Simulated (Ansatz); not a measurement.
**C₂H₄F₂: small, medium and large basis sets**

How large a basis does C₂H₄F₂ need? Two functionals are run in growing sets.

The runs use Ansatz 0.2.0, Gaussian basis; one geometry, several basis sets.

Levels to be run: PBE0-D4/def2-SVP; ωB97M-V/def2-SVP; PBE0-D4/def2-QZVPP; ωB97M-V/def2-QZVPP; the functionals' def2-TZVPP values are taken from earlier runs.

## (1) Structure used throughout

An earlier PBE0-D4 in a triple-zeta def2 set relaxation fixed the geometry.

8 atoms, charge 0, spin multiplicity 1.

Atoms are counted from 1 here; the program's logs count them from 0.

Bond lengths: C1–C2 1.497 Å, C1–H5 1.091 Å, C1–H6 1.091 Å, C1–H7 1.091 Å, C2–F3 1.361 Å, C2–F4 1.361 Å, C2–H8 1.095 Å. Angles: C2–C1–H5 109.4°, C2–C1–H6 109.9°, C2–C1–H7 109.9°, H5–C1–H6 109.3°, H5–C1–H7 109.3°, H6–C1–H7 109.1°, C1–C2–F3 110.3°, C1–C2–F4 110.3°, C1–C2–H8 114.0°, F3–C2–F4 107.0°, F3–C2–H8 107.5°, F4–C2–H8 107.5°.

Geometry (Å):

```tsv
atom	x (Å)	y (Å)	z (Å)
C1	0.00332	0.77763	0.02335
C2	-0.05202	-0.71820	-0.00824
F3	0.92547	-1.24345	0.77912
F4	0.16824	-1.17211	-1.27187
H5	0.98140	1.11191	-0.32544
H6	-0.15718	1.13281	1.04184
H7	-0.77101	1.19063	-0.62402
H8	-1.00613	-1.13642	0.32948
```

## (2) PBE0-D4 in def2-SVP

in.yaml

```yaml
crystal:
  periodic: [false, false, false]
  atoms:
    - {symbol: C, position_ang: [0.003323, 0.777632, 0.023346]}
    - {symbol: C, position_ang: [-0.052017, -0.718202, -0.008238]}
    - {symbol: F, position_ang: [0.925473, -1.243449, 0.779120]}
    - {symbol: F, position_ang: [0.168244, -1.172106, -1.271873]}
    - {symbol: H, position_ang: [0.981400, 1.111911, -0.325444]}
    - {symbol: H, position_ang: [-0.157185, 1.132809, 1.041837]}
    - {symbol: H, position_ang: [-0.771006, 1.190629, -0.624024]}
    - {symbol: H, position_ang: [-1.006132, -1.136422, 0.329475]}
basis:
  gaussian: {orbitals: def2-SVP}
hamiltonian: {xc: pbe0, dispersion: d4}
output: {orbitals: {seedname: orbitals}}
```

Further steps of the session: ωB97M-V in def2-SVP; PBE0-D4 in def2-QZVPP; ωB97M-V in def2-QZVPP.

Q: Predict the results of all the runs planned. Wanted: PBE0-D4: double and triple zeta above quadruple; ωB97M-V: double and triple zeta above quadruple.

**Answer**, as computed:

| quantity | value |
| --- | --- |
| PBE0-D4: double and triple zeta above quadruple | 9.48, 0.40 eV |
| ωB97M-V: double and triple zeta above quadruple | 9.74, 0.39 eV |

**Reading.** For PBE0-D4 the step from double to triple zeta gains 9.07 eV and the next only 0.40 eV. Total energies overstate the basis error of differences, where much of it tends to cancel. The LUMO of ωB97M-V is positive and keeps falling with the basis (3.77 to 2.00 eV): an unbound level that the basis holds in place.
